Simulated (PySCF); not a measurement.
Start geometry of 4-methyl-1,3-dioxolane (`C1O[C@H](CO1)C`) from MMFF94s (Å):
```
atom  x, y, z in Å
C1    -1.7681   -0.1247   -0.4266
C2    -0.3744    0.4054   -0.1663
C3     0.2213   -0.0510    1.1436
O4     1.6222    0.1375    0.9432
C5     1.8115   -0.0784   -0.4589
O6     0.5483   -0.1057   -1.1311
H7    -1.7793   -1.2201   -0.4304
H8    -2.1177    0.1941   -1.4143
H9    -2.4751    0.2321    0.3281
H10   -0.3593    1.4996   -0.2406
H11   -0.1247    0.5299    2.0025
H12    0.0477   -1.1162    1.3336
H13    2.3221   -1.0330   -0.6168
H14    2.4255    0.7304   -0.8662
```

Task: What comes out of this run: PBE0-D3(BJ)/def2-SVP geometry optimisation, gas phase in PySCF 2.14.0?

Result: 
```
atom  x, y, z in Å
C1    -1.494   -0.174    1.030
C2    -0.382    0.391    0.184
C3     1.034    0.004    0.587
O4     1.744    0.117   -0.619
C5     0.835   -0.088   -1.669
O6    -0.448   -0.148   -1.122
H7    -1.417   -1.270    1.081
H8    -2.472    0.084    0.602
H9    -1.449    0.233    2.052
H10   -0.459    1.498    0.141
H11    1.482    0.676    1.334
H12    1.055   -1.033    0.980
H13    1.031   -1.042   -2.196
H14    0.939    0.751   -2.386
```

The energy falls by 11.8 kJ/mol over 8 energy and gradient evaluations, the largest force component goes from 0.0279 to 2.0e-04 Eh/bohr, and the atoms move by 0.068 Å rms after alignment. The bond that changes most is C5–O6 (sp3 carbon bearing two oxygens to cyclic ether oxygen), which shortens by 0.035 Å. Bonds longer at the end by more than 0.005 Å: 7 of 14; shorter: 5. Among the angles that change most is O4–C3–H12, from 107.9° to 111.7°. Rotational constants go from 7156, 3289, 2463 to 7299, 3309, 2491 MHz. The orientation of the end geometry is arbitrary; only internal coordinates are fixed.

The run used 124 basis functions and 54 SCF cycles in all. The force-field search had found conformers at 0.0, 0.6 kcal/mol (up to eight listed); the lowest was the start. Hardware: one thread of an x86-64 server, on a shared host. Cost: 54 s.

Whether it is a minimum is left open (no frequencies). The numbers are those of one conformer.
